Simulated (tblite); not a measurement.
C4H4O2.
Numbering: `[CH2:1]=[C:2]([CH:3]=[O:4])[CH:5]=[O:6]` (hydrogens: H7, H8 on C1; H9 on C3; H10 on C5)

Computed with GFN2-xTB (tblite), gas phase: L-BFGS steps from a force-field or distance-geometry start until the largest atomic force falls under 0.01 eV/Å.

Step 2: E = -507.3716 eV
```
atom  x, y, z in Å  |  force x, y, z in eV/Å
C1      0.0193    1.4026   -0.2085    0.007  -0.062  -0.016
C2      0.0467    0.0780   -0.0393   -0.049   0.279   0.092
C3     -1.1595   -0.5637    0.5493   -0.537   0.394   0.061
O4     -2.1468    0.0696    0.8479    0.450  -0.539  -0.071
C5      1.1737   -0.7974   -0.3588    0.004  -1.145   0.058
O6      1.0952   -1.9907   -0.1631    0.294   0.205  -0.115
H7      0.8445    1.9481   -0.6237    0.017   0.166  -0.023
H8     -0.8889    1.9063    0.0917    0.148   0.221  -0.100
H9     -1.0837   -1.6561    0.6756   -0.036   0.095   0.027
H10     2.1083   -0.3921   -0.7935   -0.299   0.386   0.088
```

Step 3: E = -507.3895 eV
```
atom  x, y, z in Å  |  force x, y, z in eV/Å
C1      0.0195    1.4007   -0.2087    0.061   0.321  -0.082
C2      0.0459    0.0834   -0.0381    0.075  -0.322   0.091
C3     -1.1626   -0.5615    0.5487   -0.083   0.124  -0.045
O4     -2.1448    0.0648    0.8482   -0.022  -0.228   0.061
C5      1.1740   -0.8079   -0.3589   -0.087  -0.428   0.030
O6      1.0991   -1.9939   -0.1638    0.237  -0.192  -0.049
H7      0.8448    1.9505   -0.6240   -0.024   0.120  -0.001
H8     -0.8868    1.9095    0.0903    0.149   0.204  -0.098
H9     -1.0844   -1.6544    0.6760   -0.016   0.087   0.010
H10     2.1042   -0.3866   -0.7924   -0.289   0.315   0.085
```

Step 4: E = -507.4071 eV
```
atom  x, y, z in Å  |  force x, y, z in eV/Å
C1      0.0213    1.4064   -0.2108    0.097  -0.260   0.000
C2      0.0468    0.0813   -0.0349    0.077  -0.012  -0.026
C3     -1.1654   -0.5581    0.5466    0.316  -0.198  -0.089
O4     -2.1456    0.0564    0.8506   -0.448   0.121   0.160
C5      1.1721   -0.8250   -0.3586   -0.079   0.381  -0.015
O6      1.1081   -2.0043   -0.1651    0.171  -0.582   0.010
H7      0.8443    1.9554   -0.6243    0.063   0.144  -0.041
H8     -0.8814    1.9172    0.0867    0.079   0.205  -0.070
H9     -1.0853   -1.6506    0.6766    0.012   0.032  -0.014
H10     2.0939   -0.3739   -0.7894   -0.287   0.169   0.085
```

Step 5: E = -507.4193 eV
```
atom  x, y, z in Å  |  force x, y, z in eV/Å
C1      0.0241    1.4048   -0.2121    0.115  -0.101  -0.019
C2      0.0485    0.0812   -0.0332   -0.002  -0.199  -0.018
C3     -1.1659   -0.5567    0.5449    0.272  -0.209  -0.024
O4     -2.1498    0.0501    0.8538   -0.407   0.172   0.124
C5      1.1693   -0.8356   -0.3580   -0.053   0.467   0.011
O6      1.1176   -2.0168   -0.1666    0.120  -0.349  -0.018
H7      0.8452    1.9614   -0.6252    0.038   0.067  -0.021
H8     -0.8763    1.9260    0.0830    0.120   0.114  -0.074
H9     -1.0858   -1.6476    0.6767    0.038  -0.022  -0.031
H10     2.0818   -0.3621   -0.7859   -0.242   0.059   0.069
```

Problem. Estimate the geometry and energy of step 6. (The exact step hangs on the optimiser's Hessian estimate; all steps are aligned on step 5, rigid shifts and turns removed.)

Solution. E = -507.4285 eV, largest force 0.254 eV/Å
```
atom  x, y, z in Å  |  force x, y, z in eV/Å
C1      0.0290    1.4026   -0.2139    0.086  -0.076  -0.006
C2      0.0491    0.0771   -0.0315   -0.100  -0.110  -0.013
C3     -1.1659   -0.5564    0.5442   -0.043  -0.079   0.103
O4     -2.1571    0.0446    0.8578   -0.090   0.058   0.007
C5      1.1660   -0.8431   -0.3563   -0.039   0.244   0.059
O6      1.1295   -2.0296   -0.1694    0.069   0.061  -0.062
H7      0.8466    1.9681   -0.6264    0.037  -0.025  -0.009
H8     -0.8684    1.9364    0.0778    0.158   0.008  -0.074
H9     -1.0854   -1.6455    0.6763    0.049  -0.080  -0.032
H10     2.0655   -0.3495   -0.7812   -0.127  -0.002   0.026
```

The energy changes by -0.0092 eV. The first-order estimate −F·Δx gives -0.0148 eV and the mean of the old and new forces, exact on a quadratic surface, -0.0091 eV. The step makes an angle of 63° with the force vector and moves no atom by more than 0.021 Å.

The cost below is that of the whole relaxation. Time: under 0.1 s wall. Hardware: an Arm Neoverse V1 with one thread, shared host with 32 logical CPUs at a one-minute load of 8.8.
